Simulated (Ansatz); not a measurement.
**[S2]− at 4 levels**

Aim: a comparison of 4 runs (UPBE/STO-3G, UPBE0/STO-3G, USVWN5/STO-3G, UMP2/STO-3G) of [S2]−. 

The results are computed with Ansatz 0.2.0.

31 further runs of the same task are left out: 28 that didn't finish, 3 set aside as unsound or not needed.

## (1) The molecule

[S2]−: 2 atoms, total charge -1, spin state doublet. The S2–S1 distance was set to 2.966 Å, away from the relaxed value.

Bond lengths: S1–S2 2.966 Å.

## (2) A single-point energy at UPBE/STO-3G (run 1)

in.yaml reads:

```yaml
crystal:
  periodic: [false, false, false]
  atoms:
    - {symbol: S, position_ang: [1.357116, -1.152833, -0.860010]}
    - {symbol: S, position_ang: [-0.678550, 0.576410, 0.430000]}
basis:
  gaussian:
    orbitals: STO-3G
total_charge: -1
magnetization:
  spin_polarized: true
  initial_magnetization: 1
hamiltonian:
  xc: pbe
accuracy: high
```

Launch:

```console
$ ansatz run in.yaml --threads 1 --pin off --max-ram 2610MiB --events-out events.jsonl --progress --plain --runs-dir runs
```

What it wrote:

```text
Warning: RAYON_NUM_THREADS=1 ignored (pool sized by the plan → 1); use --threads N
Functional definition: PBE
  name "PBE"
  parameter kappa = 0.804
  parameter beta = 0.06672455060314922
  exchange = pbe_x(kappa = kappa, mu = beta*pi^2/3)
  correlation = pbe_c(beta = beta)
277 factors; integrals over basis functions are off by at most 9.4e-9 eV
mean field evaluation 1: about -21411.8008 eV, gradient 1.2e0 eV
mean field evaluation 2: about -21411.8169 eV, gradient 5.7e-1 eV
mean field evaluation 4: about -21411.8093 eV, gradient 4.8e-2 eV
mean field evaluation 8: about -21411.8631 eV, gradient 1.5e-1 eV
mean field evaluation 16: about -21411.8008 eV, gradient 1.2e0 eV
mean field evaluation 32: about -21411.8094 eV, gradient 1.7e-6 eV
mean field evaluation 64: about -21411.7760 eV, gradient 3.2e-1 eV
mean field evaluation 96: about -21410.6402 eV, gradient 9.8e-1 eV
mean field evaluation 128: about -21411.8419 eV, gradient 1.2e0 eV
mean field evaluation 160: about -21411.4327 eV, gradient 9.6e-2 eV
mean field -21411.86339251 eV, -786.8714661923 hartree, gradient 1.7e-8 eV, S^2 1.180527; 19 other end points of the search recorded, 0 dependent functions left out
reference -21411.86339389 eV, -786.8714662432 hartree; 17, 16 occupied and 1, 2 virtual orbitals, 277 factors
Total energy: -21411.86339389 eV, -786.8714662432 hartree
```

Wall time 7.5 s (1 thread of Arm Neoverse V1, shared host); peak memory 0.11 GiB.

## (3) A single-point energy at UPBE0/STO-3G (run 2)

input.yaml reads:

```yaml
crystal:
  periodic: [false, false, false]
  atoms:
    - {symbol: S, position_ang: [1.357116, -1.152833, -0.860010]}
    - {symbol: S, position_ang: [-0.678550, 0.576410, 0.430000]}
basis:
  gaussian:
    orbitals: STO-3G
total_charge: -1
magnetization:
  spin_polarized: true
  initial_magnetization: 1
hamiltonian:
  xc: pbe0
accuracy: high
```

Launch:

```console
$ ansatz run input.yaml --threads 1 --pin off --max-ram 2610MiB --events-out events.jsonl --progress --plain --runs-dir runs
```

What it wrote, shortened:

```text
Warning: RAYON_NUM_THREADS=1 ignored (pool sized by the plan → 1); use --threads N
Functional definition: PBE0
  name "PBE0"
[...]
277 factors; integrals over basis functions are off by at most 9.4e-9 eV
[...]
mean field -21414.65519360 eV, -786.9740629902 hartree, gradient 2.3e-8 eV, S^2 1.505970; 12 other end points of the search recorded, 0 dependent functions left out
reference -21414.65519464 eV, -786.9740630285 hartree; 17, 16 occupied and 1, 2 virtual orbitals, 277 factors
Total energy: -21414.65519464 eV, -786.9740630285 hartree
```

It took 7.2 s on 1 thread of Arm Neoverse V1, shared host; peak memory 0.1 GiB.

Run 3 isn't shown in full; the table further down has it.

## (4) A single-point energy at UMP2/STO-3G (run 4)

job.yaml reads:

```yaml
crystal:
  periodic: [false, false, false]
  atoms:
    - symbol: S
      position_ang: [1.357116, -1.152833, -0.860010]
    - symbol: S
      position_ang: [-0.678550, 0.576410, 0.430000]
basis:
  gaussian:
    orbitals: STO-3G
total_charge: -1
magnetization:
  spin_polarized: true
  initial_magnetization: 1
correlation:
  method: mp2
  frozen_orbitals: {S: 5}
accuracy: high
```

Launch:

```console
$ ansatz run job.yaml --threads 1 --pin off --max-ram 2610MiB --events-out events.jsonl --progress --plain --runs-dir runs
```

What it wrote, shortened:

```text
Warning: RAYON_NUM_THREADS=1 ignored (pool sized by the plan → 1); use --threads N
Functional definition: HF
  name "HF"
[...]
277 factors; integrals over basis functions are off by at most 9.4e-9 eV
[...]
mean field -21389.22533237 eV, -786.0395328270 hartree, gradient 2.2e-8 eV, S^2 1.706180; 35 other end points of the search recorded, 0 dependent functions left out
10 core orbitals not correlated: weight in the atoms' cores, before any rotation towards them, 1.000 or more for the frozen orbitals, at most 0.000 for the correlated occupied ones
reference -21389.22533237 eV, -786.0395328270 hartree; 7, 6 occupied and 1, 2 virtual orbitals, 277 factors
second order -0.03474853 eV of doubles, -0.00000000 eV of singles
Total energy: -21389.26008090 eV, -786.0408098119 hartree
```

Run time: 1.3 s. Hardware: 1 thread of Arm Neoverse V1, shared host.

## (5) The series

```tsv
run	level	frozen core orbitals	energy (Eh)	⟨S²⟩	wall time
1	UPBE/STO-3G	–	-786.871466	1.181	7.5 s
2	UPBE0/STO-3G	–	-786.974063	1.506	7.2 s
3	USVWN5/STO-3G	–	-784.419510	1.080	3.3 s
4	UMP2/STO-3G	10	-786.040810	1.706	1.3 s
```

## (6) Results

| quantity | value |
| --- | --- |
| run 4: total energy | -786.04081 Eh |
| run 4: correlation energy (10 core orbitals frozen) | -1.3 mEh |
| run 4: ⟨S²⟩ of the reference determinant | 1.706 |

Totals of different functionals can't be ranked against each other. In runs 1, 2, 3, 4 the basis is minimal, so the values are rough. Spin contamination of the reference: run 4 ⟨S²⟩ = 1.71, run 2 ⟨S²⟩ = 1.51, run 1 ⟨S²⟩ = 1.18, run 3 ⟨S²⟩ = 1.08. Where it is this large, the reference is a mixture of spin states, and values that rest on it are in doubt. All runs together took 19 s, the longest 7.5 s.
